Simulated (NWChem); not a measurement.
# doublet NaF+: levels of theory compared

Wanted: a comparison of 5 runs (U-wB97X/cc-pVTZ, UB2PLYP/cc-pVTZ, UM06-2X/cc-pVTZ, UPBE0/cc-pVTZ, UMP3/cc-pVTZ) of doublet NaF+. 

The results are computed with NWChem 7.3.0.

**1. The structure to begin with**

The species is NaF+ (2 atoms), meant as a doublet with charge +1. As SMILES of the parent species, `[F][Na]`. The shape is that of a PBE0-D4/def2-TZVP optimisation. That shape belongs to the parent species and isn't relaxed for this state.

Bond lengths: F1–Na2 1.922 Å.

**2. The energy at U-wB97X/cc-pVTZ (run 1)**

run.py

```python
from ase import Atoms
from ase.calculators.nwchem import NWChem

mol = Atoms(['F', 'Na'], positions=[
    [-0.804100, 0.240100, -0.422400],
    [0.833600, -0.300300, 0.426500],
])

calc = NWChem(
    label='mymol',
    theory='dft',
    memory='2200 mb',
    basis='cc-pVTZ',
    basispar='spherical bse',
    charge=1,
    dft={'xc': 'wb97x', 'mult': '2', 'grid': 'xfine', 'convergence': 'energy 1e-08', 'iterations': '100', 'mulliken': None},
    task='energy',
)
mol.calc = calc

print("Total energy (eV):", round(mol.get_potential_energy(), 6))
```

The run is started by

```
$ export ASE_NWCHEM_COMMAND="nwchem PREFIX.nwi > PREFIX.nwo"
$ python run.py
```

What it wrote:

```text
Total energy (eV): -7124.354917
```

The calculator wrote mymol.nwi:

```
title "mymol"

permanent_dir mymol

scratch_dir mymol

start mymol

geometry units angstrom nocenter noautosym noautoz
  F  -8.0410000000000004e-01 2.4010000000000001e-01 -4.2240000000000000e-01
  Na 8.3360000000000001e-01 -3.0030000000000001e-01 4.2649999999999999e-01
end

charge 1

memory 2200 mb

basis spherical bse noprint
   * library cc-pVTZ
end

dft
  xc wb97x
  mult 2
  grid xfine
  convergence energy 1e-08
  iterations 100
  mulliken
end

task dft energy
```

mymol.nwo:

```text
Northwest Computational Chemistry Package (NWChem) 7.3.0
             --------------------------------------------------------

           Job information
           ---------------

    nwchem branch   = 7.3.0
    use scalapack   = T
    input           = mymol.nwi
    prefix          = mymol.
    data base       = mymol/mymol.db
    status          = startup
    nproc           =        1

           Memory information
           ------------------

[... 5 lines left out ...]
    hardfail = no
[... 34 lines left out ...]
            Nuclear Dipole moment (a.u.)
[... 57 lines left out ...]
          Convergence on density requested:  1.00D-05
[... 31 lines left out ...]
          Convergence aids based upon iterative change in
[... 31 lines left out ...]
 2-e energy   =     120.080147
[... 49 lines left out ...]
           Coulomb energy =      151.719386934698
[... 488 lines left out ...]
                     DFT Final Beta Molecular Orbital Analysis
[... 553 lines left out ...]
     Multipole analysis of the density
     ---------------------------------

     L   x y z        total         alpha         beta         nuclear
     -   - - -        -----         -----         ----         -------
     0   0 0 0      1.000000    -10.000000     -9.000000     20.000000

     1   1 0 0      1.456175     -0.344039     -1.852059      3.652273
[... 8 lines of this table left out ...]
     2   0 0 2     -4.852785     -9.409567     -8.323049     12.879831

 Task  times  cpu:       31.0s     wall:       31.0s
 Total times  cpu:       31.0s     wall:       31.0s
```

It took 32 s on 1 thread of Intel Xeon Platinum 8259CL at 2.50GHz (Skylake/Cascade Lake), shared host; peak memory 0.12 GiB.

**3. The energy at UB2PLYP/cc-pVTZ (run 2)**

job.nw

```
start job
memory stack 880 mb heap 220 mb global 1100 mb
charge 1
geometry units bohr noautosym nocenter noautoz
  F  -1.51952878  0.45372324 -0.79822032
  Na  1.57527570 -0.56748476  0.80596819
end
basis spherical bse
  * library cc-pVTZ
end
dft
  xc hfexch 0.53 becke88 0.47 lyp 0.73 mp2 0.27
  dftmp2 semidirect
  mult 2
  grid xfine
  convergence energy 1e-08
  iterations 100
  mulliken
end
mp2
  freeze core 2
end
task dft
```

The run is started by

```
$ nwchem job.nw > job.out
```

What it wrote:

```text
[...]
          Wavefunction type:  spin polarized.
          No. of atoms     :     2
          No. of electrons :    19
[...]
          Charge           :     1
          Spin multiplicity:     2
[...]
          AO basis - number of functions:    64
[...]
              XC Information
              --------------
                     Hartree-Fock (Exact) Exchange  0.530
                    Becke 1988 Exchange Functional  0.470
              Lee-Yang-Parr Correlation Functional  0.730
[...]
 d= 0,ls=0.0,diis     1   -261.5550442653 -2.89D+02  4.50D-03  2.54D-01     6.7
[...]
 d= 0,ls=0.0,diis     8   -261.6145123903 -2.27D-10  4.52D-08  1.85D-11    27.6
[...]
         Total DFT energy =     -261.614512390262
      One electron energy =     -416.220596656782
           Coulomb energy =      151.824050542188
    Exchange-Corr. energy =      -24.472909842761
 Nuclear repulsion energy =       27.254943567093
[...]
      Total Density - Mulliken Population Analysis
     ---------------------------------------------
    Atom       Charge   Shell Charges
 -----------   ------   -------------------------------------------------------
    1 F    9     8.95   1.94  0.29  1.09  0.67  1.53  2.25  1.17  0.00  0.00  0.00
    2 Na  11    10.05   2.00  1.56  0.44  0.01 -0.00  6.01  0.00  0.00  0.00  0.01  0.01  0.01
[...]
      <S2> =      0.7522 (Exact =     0.7500)
[...]
  Basis functions       =     64
[...]
```

It took 36 s on 1 thread of Intel Xeon Platinum 8259CL at 2.50GHz (Skylake/Cascade Lake), shared host; peak memory 0.15 GiB.

Run 3 isn't shown in full; the table further down has it.

**4. The energy at UPBE0/cc-pVTZ (run 4)**

mol.nw

```
start mol
memory 2200 mb
charge 1

geometry units atomic noautosym nocenter noautoz
  F   -1.51952878   0.45372324  -0.79822032
  Na   1.57527570  -0.56748476   0.80596819
end

basis spherical bse
  * library cc-pVTZ
end

dft
  xc pbe0
  mult 2
  grid xfine
  convergence energy 1e-08
  maxiter 100
  mulliken
end

task dft energy
```

The run is started by

```
$ nwchem mol.nw > mol.out
```

What it wrote:

```text
[...]
          Wavefunction type:  spin polarized.
          No. of atoms     :     2
          No. of electrons :    19
[...]
          Charge           :     1
          Spin multiplicity:     2
[...]
          AO basis - number of functions:    64
[...]
              XC Information
              --------------
                         PBE0 Method XC Functional
                     Hartree-Fock (Exact) Exchange  0.250
          PerdewBurkeErnzerhof Exchange Functional  0.750
            Perdew 1991 LDA Correlation Functional  1.000 local
           PerdewBurkeErnz. Correlation Functional  1.000 non-local
[...]
 d= 0,ls=0.0,diis     1   -261.5837402721 -2.89D+02  5.18D-03  2.90D-01     3.6
[...]
 d= 0,ls=0.0,diis     7   -261.6479100400 -4.36D-09  7.49D-08  1.77D-10    17.6
[...]
         Total DFT energy =     -261.647910039962
      One electron energy =     -416.117251551624
           Coulomb energy =      151.698602571499
    Exchange-Corr. energy =      -24.484204626931
 Nuclear repulsion energy =       27.254943567093
[...]
      Total Density - Mulliken Population Analysis
     ---------------------------------------------
    Atom       Charge   Shell Charges
 -----------   ------   -------------------------------------------------------
    1 F    9     8.94   1.94  0.29  1.09  0.68  1.53  2.24  1.17  0.00  0.00  0.00
    2 Na  11    10.06   2.00  1.56  0.44  0.01 -0.00  6.02 -0.00  0.00  0.00  0.02  0.01  0.01
[...]
      <S2> =      0.7517 (Exact =     0.7500)
[...]
```

Wall time 18 s (1 thread of Intel Xeon Platinum 8259CL at 2.50GHz (Skylake/Cascade Lake), shared host); peak memory 0.12 GiB.

**5. The energy at UMP3/cc-pVTZ (run 5)**

test.xyz

```xyz
2

F     -0.804100     0.240100    -0.422400
Na     0.833600    -0.300300     0.426500
```

run.py

```python
from ase.io import read
from ase.calculators.nwchem import NWChem

system = read('test.xyz')

calc = NWChem(
    label='test',
    theory='tce',
    memory='2200 mb',
    basis='cc-pVTZ',
    basispar='spherical bse',
    charge=1,
    scf={'nopen': '1', 'uhf': None, 'thresh': '1e-08', 'maxiter': '80'},
    tce={'scf': None, 'mbpt3': None, 'freeze': 'core 2', 'maxiter': '60'},
    task='energy',
)
system.calc = calc

print("Total energy (eV):", round(system.get_potential_energy(), 6))
```

The run is started by

```
$ export ASE_NWCHEM_COMMAND="nwchem PREFIX.nwi > PREFIX.nwo"
$ python run.py
```

What it wrote:

```text
Total energy (eV): -7110.105563
```

The calculator wrote test.nwi:

```
title "test"

permanent_dir test

scratch_dir test

start test

geometry units angstrom nocenter noautosym noautoz
  F  -8.0410000000000004e-01 2.4010000000000001e-01 -4.2240000000000000e-01
  Na 8.3360000000000001e-01 -3.0030000000000001e-01 4.2649999999999999e-01
end

charge 1

memory 2200 mb

basis spherical bse noprint
   * library cc-pVTZ
end

scf
  nopen 1
  uhf
  thresh 1e-08
  maxiter 80
end
tce
  scf
  mbpt3
  freeze core 2
  maxiter 60
end

task tce energy
```

test.nwo:

```text
Northwest Computational Chemistry Package (NWChem) 7.3.0
             --------------------------------------------------------

           Job information
           ---------------

    nwchem branch   = 7.3.0
    use scalapack   = T
    input           = test.nwi
    prefix          = test.
    data base       = test/test.db
    status          = startup
    nproc           =        1

           Memory information
           ------------------

[... 5 lines left out ...]
    hardfail = no
[... 102 lines left out ...]
         Quadratically convergent UHF
[... 17 lines left out ...]
         Total SCF energy =   -261.070860823551
[... 2 lines left out ...]
 Nuclear repulsion energy =     27.254945579729
[... 57 lines left out ...]
                    UHF Final Alpha Molecular Orbital Analysis
[... 761 lines left out ...]
 MBPT(2) total energy / hartree       =      -261.280775339972649
[... 1 line left out ...]
 MBPT(3) iterations
 --------------------------------------------------------
 Iter          Residuum       Correlation     Cpu    Wall
 --------------------------------------------------------
    1   0.1292073184518   0.0000000000000     0.3     0.3
    2   0.0000000000206  -0.0107868422991     0.3     0.3
 --------------------------------------------------------
 Iterations converged
 MBPT(3) correlation energy / hartree =        -0.010786842299077
 MBPT(3) total energy / hartree       =      -261.291562182271718

 Task  times  cpu:       42.5s     wall:       42.5s
 Total times  cpu:       42.6s     wall:       42.6s
```

It took 44 s on 1 thread of Intel Xeon Platinum 8259CL at 2.50GHz (Skylake/Cascade Lake), shared host; peak memory 0.61 GiB.

**6. Overview of the runs**

```
run            level  frozen core orbitals  integration grid  energy (Eh)  HOMO energy (eV)  LUMO energy (eV)   ⟨S²⟩  wall time
  1  U-wB97X/cc-pVTZ                     –             xfine  -261.815216            -22.23            -11.28  0.752       32 s
  2  UB2PLYP/cc-pVTZ                     2             xfine  -261.679974            -21.98            -10.82  0.752       36 s
  3  UM06-2X/cc-pVTZ                     –             xfine  -261.786724            -22.02            -11.83  0.752       47 s
  4    UPBE0/cc-pVTZ                     –             xfine  -261.647910            -19.65            -13.77  0.752       18 s
  5     UMP3/cc-pVTZ                     2                 –  -261.291562            -25.63             -5.82  0.754       44 s
```

**7. Outcome**

```
                                                         quantity          value
                                              run 5: total energy  -261.29156 Eh
run 5: HOMO energy (Hartree–Fock orbitals) (highest over α and β)      -25.63 eV
 run 5: LUMO energy (Hartree–Fock orbitals) (lowest over α and β)       -5.82 eV
               run 5: correlation energy (2 core orbitals frozen)     -220.7 mEh
                         run 5: ⟨S²⟩ of the reference determinant          0.754
```

Totals of different functionals can't be ranked against each other. All runs together took 3 min, the longest 47 s.
